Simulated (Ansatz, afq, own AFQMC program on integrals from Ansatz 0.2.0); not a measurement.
Integrals from Ansatz 0.2.0, then the random walk in our own AFQMC program (afq).

```yaml
crystal:
  periodic: [false, false, false]
  atoms:
    - {symbol: Si, position_ang: [0.000000, -0.062614, 0.000000]}
    - {symbol: H, position_ang: [0.000000, 0.872344, -0.954851]}
    - {symbol: H, position_ang: [0.000000, 0.872344, 0.954851]}
basis:
  gaussian: {orbitals: cc-pVDZ}
magnetization: {spin_polarized: false}
correlation: {method: ccsd_t, electrons: outside_noble_gas, hamiltonian_folder: ham}
```

```sh
$ ansatz run in.yaml --threads 1 --pin off --events-out ev --progress --plain --max-ram 16896MiB --backend cuda --devices 0, --max-vram 18GiB
```

afq runs on the folder ham with

```
--method phaseless --trial cisd --walkers 4000 --populations 20 --least-time 60 --time-step 0.005 --steps-per-block 50 --equilibration-blocks 28 --max-blocks 4000 --target-error 0.00015 --factor-cut 1e-05 --seed 771 --release-times 0.24,0.51,0.99,1.62,2.4 --release-step 0.03 --release-every 3 --taylor-order 6
```

Times are imaginary, in 1/Eh. The walk had a cap of 122 s. With eight or more populations the least sampling time is a fifth of least-time, and the error comes from their spread.

afq prints:

```
orbitals 23  electrons 3 3  factors 166 of 271
reference energy -289.99037116 Eh
CCSD correlation -0.11583431 Eh in 10 cycles, weight of the determinant in the CISD state 0.9153
energy of the start -290.106195 Eh
 block  time / (1/Eh)  mean weight  energy / Eh
     1     0.250  1.0000  -290.105487
     2     0.500  1.0000  -290.105759
     3     0.750  0.9999  -290.106198
     4     1.000  1.0000  -290.106601
     5     1.250  1.0000  -290.107017
     8     2.000  1.0002  -290.107941
    11     2.750  1.0000  -290.108191
    14     3.500  1.0000  -290.108592
    17     4.250  1.0002  -290.108388
    20     5.000  0.9999  -290.108473
    22     5.500  1.0001  -290.108285
    23     5.750  0.9999  -290.108397
    26     6.500  0.9999  -290.108455
    29     7.250  1.0000  -290.108684
    32     8.000  1.0001  -290.108540
    35     8.750  1.0000  -290.108664
    38     9.500  1.0001  -290.108442
    41    10.250  1.0000  -290.108676
    44    11.000  0.9999  -290.109032
    47    11.750  1.0001  -290.108718
    50    12.500  0.9999  -290.108733
    53    13.250  1.0001  -290.108729
    56    14.000  1.0000  -290.108682
    59    14.750  0.9999  -290.108638
    62    15.500  0.9997  -290.108654
    65    16.250  1.0000  -290.108838
    67    16.750  1.0002  -290.109118
    68    17.000  1.0002  -290.108765
    71    17.750  1.0000  -290.108644
    74    18.500  1.0002  -290.108586
    77    19.250  1.0000  -290.108795
    78    19.500  1.0000  -290.108558
error from the spread of 20 populations
released: time / (1/Eh)  energy / Eh  error  mean overlap
  0.24  -290.108712  0.000053  1.0002
  0.51  -290.108742  0.000054  1.0004
  0.99  -290.108790  0.000045  0.9998
  1.62  -290.108867  0.000049  0.9989
  2.40  -290.108815  0.000044  1.0020
energy -290.108685 +/- 0.000061 Eh
(rows thinned)
```

The run passed its tests (sampling time, drift between the halves within three errors, error under three times the target), which doesn't prove that it has relaxed.

Against this walk (error 1.7 meV) on the same determinant: CCSD(T) 12.1 meV higher, CCSDT(Q) 4.8 meV lower, CCSDTQ 5.4 meV lower, full CI 5.4 meV lower. The error is statistical and leaves out the bias of the constraint. Released to 2.40 1/Eh the energy moves by -3.5 ± 2.0 meV (both errors), within twice the noise. Full CI is exact here, so the walk's 5 meV above it is the walk's own error: the bias of the constraint with this trial.

Cautions: constraint bias not in the error; higher spins were not checked; restricted determinant unstable towards unrestricted (UHF 131 meV lower, ⟨S²⟩ 0.45).

The walk took 18 s on 1 × NVIDIA H100 80GB HBM3 with 2 threads of AMD EPYC 7R13 Processor (Zen 3), on a shared host (the card was shared). The log's last line is the phaseless energy.

CCSDT and higher add their correlation energy to the determinant of the CCSD(T) run, since their own runs factorise the integrals more tightly (a shift of under 2 meV). A walk keeps the symmetry of its determinant, which the program's search chose and which needn't be the lowest solution, so a lower state of the same spin and another symmetry isn't excluded.
